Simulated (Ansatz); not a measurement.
Born–Oppenheimer molecular dynamics of CH$_{8}$BN (11 atoms, charge 0, multiplicity 1). It starts at the highest image of a converged band. Of that band: Neighbouring images differ by up to 2.1 eV, so the band resolves the path poorly. A vibrational analysis at the climbing image gives one clearly imaginary mode, 1475i cm⁻¹: a first-order saddle point.

All numbers below come from RKS CAM-B3LYP-D4/def2-SVP in Ansatz 0.2.0.

```
ensemble                      : NVE (velocity Verlet)
time step                     : 0.5 fs
steps asked                   : 200
starting velocities drawn for : 100 K
seed                          : 2851
```

Frames 2.5 fs apart, positions in Å, forces in eV/Å.

Velocities at 40.0 fs (Å/ps):

```
B -2.79 3.50 -7.64
C 0.87 5.13 8.85
H -0.70 17.96 4.63
H 4.14 11.70 2.78
H 0.97 12.47 -14.33
H 17.13 -15.08 -8.62
H -4.01 10.83 10.82
N -0.22 -14.88 -3.43
H -8.56 37.76 19.82
H 15.45 24.42 33.51
H -1.72 8.08 -24.45
```

```xyz
11
Properties=species:S:1:pos:R:3:forces:R:3 time_fs=40.0 energy_less_start_eV=-0.487 T=519
B -0.033 -0.269 0.399 -0.46 0.10 -0.89
C -0.007 0.297 1.830 0.91 -0.69 0.95
H -0.900 -0.218 2.183 -0.30 0.24 0.90
H 0.876 -0.210 2.274 -0.24 0.52 0.57
H -0.047 1.362 2.104 0.07 -0.07 -0.37
H 0.972 -0.387 -0.320 -0.40 0.10 0.21
H -1.108 -0.031 -0.138 0.23 -0.19 -0.51
N -0.238 -2.179 0.682 2.36 4.00 -5.57
H -0.757 -2.052 -0.217 -0.45 -0.99 1.26
H 0.699 -2.317 0.261 -0.42 -0.66 1.13
H -0.539 -2.830 1.306 -1.30 -2.37 2.31
11
Properties=species:S:1:pos:R:3:forces:R:3 time_fs=42.5 energy_less_start_eV=-0.659 T=664
B -0.040 -0.260 0.379 0.31 0.35 0.27
C -0.003 0.309 1.853 0.50 -0.60 -0.39
H -0.912 -0.169 2.222 -0.18 0.15 0.80
H 0.881 -0.167 2.300 -0.01 0.30 0.68
H -0.042 1.390 2.058 0.10 -0.11 -0.25
H 0.997 -0.420 -0.332 -0.89 0.26 0.43
H -1.113 -0.010 -0.128 0.06 -0.22 -0.67
N -0.234 -2.207 0.662 0.80 1.79 -0.82
H -0.792 -1.988 -0.144 -0.66 -0.95 -0.51
H 0.729 -2.279 0.370 0.20 -0.85 0.11
H -0.584 -2.882 1.317 -0.24 -0.12 0.35
11
Properties=species:S:1:pos:R:3:forces:R:3 time_fs=45.0 energy_less_start_eV=-0.555 T=578
B -0.046 -0.248 0.359 0.15 0.29 1.47
C 0.004 0.317 1.875 -0.43 -0.63 -0.94
H -0.932 -0.108 2.307 0.50 0.32 0.28
H 0.885 -0.106 2.364 0.12 0.12 0.52
H -0.031 1.412 1.997 0.11 -0.09 -0.12
H 0.972 -0.437 -0.320 -0.51 0.31 0.15
H -1.113 -0.002 -0.157 0.04 -0.18 -0.54
N -0.226 -2.227 0.639 -1.19 -0.96 2.65
H -0.864 -1.982 -0.094 -0.01 -0.79 -1.05
H 0.766 -2.288 0.488 0.06 -0.67 -0.60
H -0.646 -2.949 1.357 1.18 2.28 -1.81
11
Properties=species:S:1:pos:R:3:forces:R:3 time_fs=47.5 energy_less_start_eV=-0.645 T=653
B -0.052 -0.236 0.348 -0.78 0.05 2.36
C 0.009 0.322 1.892 -0.40 -0.40 -0.80
H -0.924 -0.030 2.408 0.63 0.26 -0.17
H 0.893 -0.036 2.458 -0.22 0.14 -0.09
H -0.014 1.428 1.929 0.09 -0.14 -0.01
H 0.920 -0.437 -0.301 0.49 0.23 -0.43
H -1.111 -0.004 -0.217 0.19 -0.12 -0.16
N -0.222 -2.250 0.624 -0.86 0.40 0.58
H -0.930 -2.023 -0.100 1.54 -0.84 -0.23
H 0.801 -2.338 0.571 -1.03 -0.33 -0.97
H -0.647 -2.898 1.305 0.34 0.75 -0.08
11
Properties=species:S:1:pos:R:3:forces:R:3 time_fs=50.0 energy_less_start_eV=-0.572 T=594
B -0.061 -0.223 0.350 -0.96 -0.46 2.33
C 0.012 0.325 1.905 0.16 0.21 -0.64
H -0.883 0.062 2.501 0.03 -0.01 -0.29
H 0.889 0.041 2.546 -0.33 0.03 -0.70
H 0.009 1.437 1.860 0.06 -0.18 0.08
H 0.894 -0.423 -0.305 0.83 0.23 -0.46
H -1.097 -0.013 -0.286 0.26 -0.04 0.27
N -0.222 -2.270 0.612 0.69 3.02 -2.06
H -0.914 -2.114 -0.127 1.35 -0.59 -0.65
H 0.784 -2.408 0.597 -0.39 -0.24 -1.14
H -0.638 -2.813 1.263 -1.69 -1.98 3.25
11
Properties=species:S:1:pos:R:3:forces:R:3 time_fs=52.5 energy_less_start_eV=-0.878 T=853
B -0.076 -0.213 0.364 0.14 -1.26 1.39
C 0.016 0.329 1.915 0.11 0.77 -0.73
H -0.840 0.154 2.578 -0.52 -0.19 -0.34
H 0.869 0.119 2.595 0.19 -0.28 -0.77
H 0.035 1.435 1.795 0.01 -0.05 0.13
H 0.913 -0.394 -0.332 0.09 0.39 0.28
H -1.069 -0.025 -0.340 0.07 0.06 0.54
N -0.220 -2.280 0.594 -1.67 0.80 2.39
H -0.823 -2.241 -0.196 0.12 -0.63 -1.28
H 0.748 -2.494 0.558 0.80 -0.54 -0.77
H -0.699 -2.808 1.365 0.66 0.92 -0.85
11
Properties=species:S:1:pos:R:3:forces:R:3 time_fs=55.0 energy_less_start_eV=-0.881 T=857
B -0.090 -0.209 0.387 1.12 -1.72 0.55
C 0.020 0.337 1.921 -0.65 0.97 -0.62
H -0.825 0.235 2.632 -0.36 -0.22 -0.64
H 0.861 0.180 2.600 0.76 -0.56 -0.48
H 0.061 1.431 1.738 -0.04 0.13 0.13
H 0.938 -0.342 -0.344 -0.48 0.39 0.83
H -1.037 -0.033 -0.363 -0.26 0.14 0.59
N -0.224 -2.286 0.584 -1.13 0.10 0.86
H -0.715 -2.405 -0.323 0.21 -0.39 0.96
H 0.745 -2.608 0.475 -0.48 -0.05 0.26
H -0.733 -2.765 1.435 1.31 1.21 -2.43
11
Properties=species:S:1:pos:R:3:forces:R:3 time_fs=57.5 energy_less_start_eV=-0.835 T=816
B -0.097 -0.216 0.412 1.28 -1.57 0.15
C 0.021 0.350 1.925 -0.69 0.91 -0.24
H -0.830 0.303 2.649 -0.01 -0.26 -0.73
H 0.894 0.209 2.575 0.45 -0.57 -0.44
H 0.086 1.433 1.689 -0.06 0.13 0.12
H 0.937 -0.268 -0.308 -0.40 0.17 0.77
H -1.021 -0.033 -0.350 -0.50 0.12 0.52
N -0.233 -2.291 0.577 1.87 0.34 -4.28
H -0.600 -2.587 -0.399 -0.45 0.62 2.43
H 0.718 -2.724 0.409 -0.95 0.77 1.33
H -0.701 -2.660 1.379 -0.54 -0.67 0.37
11
Properties=species:S:1:pos:R:3:forces:R:3 time_fs=60.0 energy_less_start_eV=-0.786 T=775
B -0.099 -0.230 0.438 0.51 -1.06 0.13
C 0.019 0.367 1.927 0.17 0.65 -0.24
H -0.837 0.356 2.626 -0.03 -0.31 -0.23
H 0.950 0.206 2.523 -0.39 -0.36 -0.46
H 0.106 1.442 1.647 -0.05 -0.03 0.12
H 0.914 -0.184 -0.230 0.27 -0.09 0.15
H -1.033 -0.027 -0.306 -0.45 -0.01 0.44
N -0.234 -2.294 0.552 2.37 1.04 -4.18
H -0.515 -2.737 -0.345 -1.80 0.81 0.68
H 0.646 -2.799 0.418 0.90 0.60 1.64
H -0.700 -2.589 1.345 -1.49 -1.25 1.95
11
Properties=species:S:1:pos:R:3:forces:R:3 time_fs=62.5 energy_less_start_eV=-0.882 T=859
B -0.097 -0.251 0.465 -0.45 -0.46 0.02
C 0.017 0.388 1.927 0.65 0.18 -0.69
H -0.848 0.390 2.589 -0.18 -0.31 0.38
H 0.986 0.181 2.446 -0.67 -0.13 0.00
H 0.124 1.450 1.612 -0.04 -0.08 0.11
H 0.908 -0.105 -0.143 0.76 -0.28 -0.49
H -1.070 -0.021 -0.236 -0.14 -0.20 0.34
N -0.226 -2.293 0.512 -0.25 0.38 2.33
H -0.534 -2.844 -0.254 -2.05 0.04 -1.39
H 0.623 -2.838 0.523 1.46 0.45 1.20
H -0.768 -2.581 1.396 0.90 0.42 -1.82
11
Properties=species:S:1:pos:R:3:forces:R:3 time_fs=65.0 energy_less_start_eV=-0.913 T=883
B -0.097 -0.274 0.492 -0.38 0.15 -0.60
C 0.019 0.409 1.925 -0.07 -0.37 -0.74
H -0.866 0.406 2.572 0.18 -0.25 0.42
H 0.986 0.148 2.370 -0.18 -0.02 0.70
H 0.139 1.454 1.583 -0.02 0.04 0.08
H 0.941 -0.044 -0.081 0.15 -0.56 -0.50
H -1.116 -0.027 -0.147 0.14 -0.32 0.10
N -0.218 -2.291 0.480 -0.13 -2.09 2.32
H -0.660 -2.936 -0.224 0.28 1.34 0.19
H 0.670 -2.844 0.692 -0.94 1.28 -0.36
H -0.795 -2.554 1.360 0.96 0.81 -1.60
11
Properties=species:S:1:pos:R:3:forces:R:3 time_fs=67.5 energy_less_start_eV=-0.584 T=602
B -0.100 -0.296 0.516 0.14 0.58 -1.22
C 0.020 0.428 1.918 -0.60 -0.91 -0.22
H -0.873 0.408 2.579 0.58 -0.11 0.15
H 0.975 0.114 2.334 0.15 0.14 1.00
H 0.153 1.461 1.560 0.00 0.11 0.10
H 0.982 -0.016 -0.049 -0.69 -0.81 -0.32
H -1.155 -0.052 -0.052 0.19 -0.33 -0.27
N -0.210 -2.297 0.457 0.96 -1.32 0.16
H -0.774 -2.954 -0.192 1.85 1.53 0.34
H 0.673 -2.782 0.843 -1.29 0.72 -1.57
H -0.777 -2.484 1.244 -1.28 0.39 1.85
```

Of the whole run (100 fs, mean temperature of the second half 775 K): The conserved energy stayed within 0.48 meV per atom of its start (net change -0.14 meV per atom), so the integration is sound. The kinetic energy rose, since the run started high on the potential surface and went downhill. A run of 0.1 ps of so small a system gives no equilibrium averages. The orbitals stay closed-shell, which can raise the energy where a bond breaks towards radicals; this wasn't checked here.

Time of the run: 7.7 min on 2 threads of Arm Neoverse N1, on a shared host, peak memory 0.21 GiB.
